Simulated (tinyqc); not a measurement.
Ways to converge the cycle: SCF convergence aids in the sto-3g basis, for OH+, spin multiplicity 3. Computed by the program tinyqc with PySCF. UHF with one setting changed at a time; a run stops when the energy changes by less than 1e-09 hartree and the error matrix is below 1e-5. The start is the Wolfsberg-Helmholz matrix. Damping d keeps d of the old density; a shift (hartree) raises the virtual levels; DIIS n extrapolates F over n matrices.

Geometry (angstrom):

| atom | x | y | z |
|---|---|---|---|
| O | 0.0000 | 0.0000 | 0.0000 |
| H | 0.0000 | 0.0000 | 1.0850 |

lowest solution found by these runs and by PySCF with stability checks = -74.048931 hartree

Largest element of the error matrix X^T (FDS - SDF) X:

| iteration | plain | damping 0.3 | damping 0.6 | shift 0.4 | DIIS 3 | DIIS 8 |
|---|---|---|---|---|---|---|
| 1 | 2.5e-01 | 2.5e-01 | 2.5e-01 | 2.5e-01 | 2.5e-01 | 2.5e-01 |
| 2 | 6.4e-02 | 1.2e-01 | 1.8e-01 | 1.0e-01 | 6.4e-02 | 6.4e-02 |
| 3 | 1.8e-02 | 5.8e-02 | 1.2e-01 | 4.1e-02 | 1.1e-02 | 1.1e-02 |
| 4 | 8.2e-03 | 2.8e-02 | 8.8e-02 | 2.1e-02 | 6.2e-03 | 6.2e-03 |
| 5 | 5.0e-03 | 1.4e-02 | 6.2e-02 | 1.2e-02 | 2.1e-03 | 2.1e-03 |
| 6 | 3.3e-03 | 8.7e-03 | 4.4e-02 | 7.6e-03 | 3.3e-04 | 1.6e-04 |
| 8 | 1.5e-03 | 4.2e-03 | 2.2e-02 | 3.7e-03 | 4.4e-06 | 3.0e-06 |
| 10 | 7.2e-04 | 2.4e-03 | 1.1e-02 | 2.0e-03 | - | - |
| 14 | 1.6e-04 | 8.5e-04 | 4.7e-03 | 7.0e-04 | - | - |
| 20 | 1.7e-05 | 1.9e-04 | 1.8e-03 | 1.4e-04 | - | - |
| 30 | - | 1.6e-05 | 4.4e-04 | 1.0e-05 | - | - |
| 45 | - | - | 5.8e-05 | - | - | - |

How each run ends:

| run | iterations | E (hartree) | state |
|---|---|---|---|
| plain | 22 | -74.04893 | lowest found |
| damping 0.3 | 33 | -74.04893 | lowest found |
| damping 0.6 | 59 | -74.04893 | lowest found |
| shift 0.4 | 31 | -74.04893 | lowest found |
| DIIS 3 | 9 | -74.04893 | lowest found |
| DIIS 8 | 9 | -74.04893 | lowest found |

What does the comparison show, and why?

6 of 6 runs reach the lowest solution found, in 9 to 59 iterations (fastest: DIIS 3, DIIS 8). Plain steps already contract here, so damping only slows them. DIIS 3 and DIIS 8 gain by cancelling the error over several earlier matrices, much as a quasi-Newton step does.
